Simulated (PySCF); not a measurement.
**Trend along the third period: MH anions**

CCSD(T) with double-zeta basis sets in PySCF, for the lowest determinant that a PBE0 search found; no spin–orbit coupling. De refers to high-spin ground-configuration atoms (the charge goes to the atom of lower measured ionisation energy or higher electron affinity, which is not always the lowest computed limit).

```tsv
M	basis	reference, frozen orbitals	charged atom	state (unpaired electrons)	Re (Å)	ωe (cm⁻¹)	De (eV)
Na	aug-pcseg-1	UHF, 1	H−	doublet (σ ↑)	2.070	841	1.47
Mg	aug-cc-pVDZ	RHF, 1	H−	singlet (closed shell)	1.882	1089	1.45
Si	def2-SVPD	UHF, 5	Si−	triplet (π ↑↑)	1.567	1815	n/a
P	aug-pcseg-1	UHF, 5	H−	doublet (π ↑)	1.447	2257	2.92
S	aug-cc-pVDZ/aug-cc-pV(D+d)Z	RHF, 5	S−	singlet (closed shell)	1.358	2630	n/a
```

The shortest bond is that of SH⁻ (1.358 Å), the longest that of NaH⁻ (2.070 Å).

The rows differ in basis set, which adds steps of its own.

The state changes along the series, so neighbouring rows are not always alike in their bonding.

Correlated steps freeze the inner cores (1 to 5 orbitals); shallow outer-core shells are correlated. Correlated levels converge slowly with the basis: in double zeta they bind strong bonds too weakly, by up to about 1 eV, and carry superposition errors of some tenths. For an ion De counts to the pair picked by the measured ionisation energies or electron affinities, which need not be the lowest pair at this level. States were picked by a PBE0 search and need not be the measured ground states.
